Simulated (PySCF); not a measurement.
A small calculation by hand: entropy of an ideal gas

hydrogen sulfide (H₂S), SMILES S.

The structure is a stationary point at PBE-D3(BJ)/def2-TZVPD.

PBE-D3(BJ)/def2-TZVPD (PySCF) gives the harmonic wavenumbers 1164, 2629, 2644 cm⁻¹ and the rotational temperatures 14.3995, 12.7741, 6.7691 K. The molar mass is 34.08 g/mol, the symmetry number 2, the spin multiplicity 1.

Task: Work out the entropy at 298.15 K and 1 atm in the rigid-rotor, harmonic-oscillator model.

Result: 
Translation (Sackur–Tetrode at 1 atm): S = R[1.5 ln M + 2.5 ln T − 1.16487] = 152.8 J/(mol K).
Rotation: q = (√π/σ) T^1.5/√(θA θB θC) = 129, S = R[ln q + 3/2] = 52.9 J/(mol K).
Vibration: with u = 1.4388 ν/T, each mode gives R[u/(e^u − 1) − ln(1 − e^−u)]:
```
ν (cm⁻¹)  modes     u  S (J/(mol K))
--------  -----  ----  -------------
1164          1  5.62           0.20
```
The stiffer modes add less than 0.005 each. Sum 0.2 J/(mol K).
Spin: R ln 1 = 0.0 J/(mol K).
Total 205.9 J/(mol K); the program's own thermochemistry gives 205.9. Translation makes up 74 % and vibration 0 %. Anharmonicity, hindered rotation and orbital degeneracy are left out.
